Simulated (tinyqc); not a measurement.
Worked calculation: CCSD on RHF in the sto-3g basis, for LiH, spin multiplicity 1. One step of it, computed by the program tinyqc.

Question. Iteration 1: building the Fock matrix. J_ij = sum D_kl (ij|kl), K_ij = sum D_kl (ik|jl); F = H + J - 0.5 K; E = tr D H + tr D J / 2 - 0.25 tr D K + E_nn.

D at the start:
```
            1Li 1s     1Li 2s   1Li 2px   1Li 2py    1Li 2pz      2H 1s
1Li 1s    2.047614  -0.148385  0.000000  0.000000  -0.095256  -0.110904
1Li 2s   -0.148385   0.383964  0.000000  0.000000   0.375687   0.473897
1Li 2px   0.000000   0.000000  0.000000  0.000000   0.000000   0.000000
1Li 2py   0.000000   0.000000  0.000000  0.000000   0.000000   0.000000
1Li 2pz  -0.095256   0.375687  0.000000  0.000000   0.368840   0.465493
2H 1s    -0.110904   0.473897  0.000000  0.000000   0.465493   0.587517
```

core Hamiltonian H = T + V (hartree):
```
            1Li 1s     1Li 2s    1Li 2px    1Li 2py    1Li 2pz      2H 1s
1Li 1s   -4.674986  -1.049420   0.000000   0.000000  -0.010646  -0.133242
1Li 2s   -1.049420  -1.357519   0.000000   0.000000  -0.100824  -0.489781
1Li 2px   0.000000   0.000000  -1.104146   0.000000   0.000000   0.000000
1Li 2py   0.000000   0.000000   0.000000  -1.104146   0.000000   0.000000
1Li 2pz  -0.010646  -0.100824   0.000000   0.000000  -1.182961  -0.648775
2H 1s    -0.133242  -0.489781   0.000000   0.000000  -0.648775  -1.272896
```

Two-electron integrals (ij|kl) in chemists' order, unique and non-zero (hartree):
```
(11|11) 1.680395   (21|11) 0.265420   (21|21) 0.049941   (22|11) 0.397727
(22|21) 0.092860   (22|22) 0.290562   (31|31) 0.008981   (32|31) 0.013788
(32|32) 0.064184   (33|11) 0.396640   (33|21) 0.092880   (33|22) 0.290497
(33|33) 0.312946   (41|41) 0.008981   (42|41) 0.013788   (42|42) 0.064184
(43|43) 0.016869   (44|11) 0.396640   (44|21) 0.092880   (44|22) 0.290497
(44|33) 0.279207   (44|44) 0.312946   (51|51) 0.008981   (52|51) 0.013788
(52|52) 0.064184   (53|53) 0.016869   (54|54) 0.016869   (55|11) 0.396640
(55|21) 0.092880   (55|22) 0.290497   (55|33) 0.279207   (55|44) 0.279207
(55|55) 0.312946   (61|11) 0.031458   (61|21) 0.005966   (61|22) 0.011364
(61|33) 0.011231   (61|44) 0.011231   (61|51) 0.000741   (61|52) 0.001444
(61|55) 0.011636   (61|61) 0.000785   (62|11) 0.100482   (62|21) 0.023871
(62|22) 0.082537   (62|33) 0.077901   (62|44) 0.077901   (62|51) 0.003769
(62|52) 0.025601   (62|55) 0.091732   (62|61) 0.003442   (62|62) 0.043171
(63|31) 0.001606   (63|32) 0.008202   (63|53) 0.003625   (63|63) 0.002571
(64|41) 0.001606   (64|42) 0.008202   (64|54) 0.003625   (64|64) 0.002571
(65|11) 0.132812   (65|21) 0.031798   (65|22) 0.113415   (65|33) 0.105609
(65|44) 0.105609   (65|51) 0.005804   (65|52) 0.039404   (65|55) 0.128916
(65|61) 0.004712   (65|62) 0.064128   (65|65) 0.096077   (66|11) 0.268699
(66|21) 0.064721   (66|22) 0.247351   (66|33) 0.225914   (66|44) 0.225914
(66|51) 0.010486   (66|52) 0.091768   (66|55) 0.290111   (66|61) 0.009533
(66|62) 0.166906   (66|65) 0.255787   (66|66) 0.774606
```

nuclear repulsion = 0.80667258 hartree

Give: Coulomb J; exchange K; Fock matrix F; total energy of this density.

Answer.

Coulomb J (hartree):
```
         1Li 1s  1Li 2s  1Li 2px  1Li 2py  1Li 2pz  2H 1s
1Li 1s    4.031   0.687    0.000    0.000    0.024  0.085
1Li 2s    0.687   1.332    0.000    0.000    0.160  0.481
1Li 2px   0.000   0.000    1.302    0.000    0.000  0.000
1Li 2py   0.000   0.000    0.000    1.302    0.000  0.000
1Li 2pz   0.024   0.160    0.000    0.000    1.386  0.682
2H 1s     0.085   0.481    0.000    0.000    0.682  1.649
```

exchange K (hartree):
```
         1Li 1s  1Li 2s  1Li 2px  1Li 2py  1Li 2pz  2H 1s
1Li 1s    3.384   0.527    0.000    0.000    0.013  0.076
1Li 2s    0.527   0.332    0.000    0.000    0.284  0.403
1Li 2px   0.000   0.000    0.057    0.000    0.000  0.000
1Li 2py   0.000   0.000    0.000    0.057    0.000  0.000
1Li 2pz   0.013   0.284    0.000    0.000    0.367  0.508
2H 1s     0.076   0.403    0.000    0.000    0.508  0.949
```

Fock matrix F (hartree):
```
         1Li 1s  1Li 2s  1Li 2px  1Li 2py  1Li 2pz   2H 1s
1Li 1s   -2.336  -0.625    0.000    0.000    0.006  -0.086
1Li 2s   -0.625  -0.191    0.000    0.000   -0.083  -0.211
1Li 2px   0.000   0.000    0.169    0.000    0.000   0.000
1Li 2py   0.000   0.000    0.000    0.169    0.000   0.000
1Li 2pz   0.006  -0.083    0.000    0.000    0.020  -0.221
2H 1s    -0.086  -0.211    0.000    0.000   -0.221  -0.098
```

total energy of this density = -7.81878 hartree
